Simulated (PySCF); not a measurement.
Compound: C₃H₅NO.
Numbering: `[H]/[N:3]=[C:2](/[CH3:1])[CH:4]=[O:5]` (hydrogens: H6, H7, H8 on C1; H9 on N3; H10 on C4)

A GFN2-xTB structure was refined with PySCF 2.14.0, PBE0-D3(BJ)/def2-SVP geometry optimisation, gas phase. Its GFN2-xTB values:

| coordinate | GFN2-xTB |
| --- | --- |
| C1–C2 | 1.490 Å |
| C1–H6 | 1.089 Å |
| C2=N3 | 1.261 Å |
| C2–C4 | 1.505 Å |
| N3–H9 | 1.021 Å |
| C4=O5 | 1.202 Å |
| C4–H10 | 1.107 Å |
| C1–C2–N3 | 121.2° |
| C1–C2–C4 | 116.8° |
| C2–C4–O5 | 122.8° |
| N3–C2–C4 | 122.0° |

Task: How do these coordinates change at the PBE0-D3(BJ)/def2-SVP level?

Result: 
| coordinate | PBE0-D3(BJ)/def2-SVP (Å or °) | change |
| --- | --- | --- |
| C1–H6 | 1.103 | +0.014 |
| C4–H10 | 1.119 | +0.012 |
| C2–C4 | 1.516 | +0.011 |
| N3–H9 | 1.031 | +0.010 |
| C2=N3 | 1.270 | +0.009 |
| C1–C2 | 1.494 | +0.004 |
| C4=O5 | 1.202 | 0.000 |
| N3–C2–C4 | 119.9 | -2.1 |
| C1–C2–N3 | 122.7 | +1.5 |
| C2–C4–O5 | 121.9 | -0.9 |
| C1–C2–C4 | 117.4 | +0.6 |

The energy falls by 0.049 eV over 7 energy and gradient evaluations, the largest force component goes from 0.0128 to 9.3e-05 Eh/bohr, and the atoms move by 0.049 Å rms after alignment. Among the bonds, C1–H6 and C1–H7 change most and about equally (+0.014 Å). Bonds longer at the end by more than 0.005 Å: 7 of 9; shorter: 0. Rotational constants go from 10293, 4111, 2992 to 10310, 4091, 2983 MHz.

The run used 95 basis functions and 48 SCF cycles in all. Hardware: x86-64 server, one thread, no GPU, on a shared host. Cost: 23 s.

Stationary, but not proved a minimum. The numbers are those of one conformer.

The values belong to the conformer `[H]/[N:3]=[C:2](/[CH3:1])[CH:4]=[O:5]`: C1–C2–C4–O5 180°.
